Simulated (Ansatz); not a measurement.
**H3O+ (singlet): wave-function methods side by side at a displaced geometry (v1), 6-31G**

The task here is to estimate one member of a computed series from the others.

Method: 6-31G, core rule «outside noble gas», up to 1 orbitals frozen; program: Ansatz 0.2.0, Gaussian basis.

Plan: UHF; CCSD(T) on RHF; BCCD(T) on RHF; CISD; CCSDT(Q) on RHF; CISDTQ; CCSDTQ on RHF; CASSCF and MRCISD+Q, 8 electrons in 7 orbitals; CASSCF and NEVPT4(SD), 8 electrons in 7 orbitals; CASSCF and NEVPT2, 8 electrons in 7 orbitals; Full CI.

13 further runs of the same task are left out: 1 for a mislabelled method, 2 that didn't finish, 10 set aside as unsound or not needed.

### The system

The geometry is a PBE0/def2-TZVP stationary point (not a proven minimum) with its atoms shifted at random (size 0.040 Å).

4 atoms, charge 1, spin multiplicity 1.

Atoms are counted from 1 here; the program's logs count them from 0.

Bond lengths: O1–H2 0.974 Å, O1–H3 0.980 Å, O1–H4 1.016 Å. Angles: H2–O1–H3 112.1°, H2–O1–H4 115.2°, H3–O1–H4 116.4°.

The first run:

Input file in.yaml:

```yaml
crystal:
  periodic: [false, false, false]
  atoms:
    - {symbol: O, position_ang: [0.000652, -0.000495, -0.037213]}
    - {symbol: H, position_ang: [0.940693, -0.002365, 0.218862]}
    - {symbol: H, position_ang: [-0.435919, 0.852197, 0.168943]}
    - {symbol: H, position_ang: [-0.515125, -0.841973, 0.202894]}
basis:
  gaussian: {orbitals: 6-31G}
total_charge: 1
magnetization: {spin_polarized: true, initial_magnetization: 0}
hamiltonian: {xc: hf}
output: {orbitals: {seedname: orbitals}}
```

Run with:

```sh
> ansatz run in.yaml --threads 1 --pin off --events-out ev --progress --plain --max-ram 2176MiB
```

Among the steps run: UHF; CCSD(T) on RHF; BCCD(T) on RHF; CISD; CCSDT(Q) on RHF; CISDTQ; CCSDTQ on RHF; CASSCF and MRCISD+Q, 8 electrons in 7 orbitals; CASSCF and NEVPT4(SD), 8 electrons in 7 orbitals; CASSCF and NEVPT2, 8 electrons in 7 orbitals; Full CI.

One table of the session follows, with a row left open; its other results are not shown here.

| method | from FCI (meV) |
| --- | --- |
| RHF | +3797.0 |
| RMP2 | +255.5 |
| CISD | +187.7 |
| RCCSD | +42.9 |
| RCCSD(T) | +14.0 |
| BCCD(T) | +14.0 |
| RCCSDT | +11.0 |
| CISDTQ | ? |
| RCCSDT(Q) | -0.4 |
| RCCSDTQ | +0.3 |
| CASSCF valence | +1415.5 |
| NEVPT2 valence | +246.3 |
| NEVPT4(SD) valence | +29.8 |
| MRCISD valence | +29.6 |
| MRCISD+Q valence | +7.1 |
| FCI | 0 |

Q: Estimate the row for CISDTQ from the others.

As computed: from FCI (meV): +4.8. In the column «from FCI (meV)» it lies between RCCSDTQ (+0.3) and MRCISD+Q valence (+7.1).
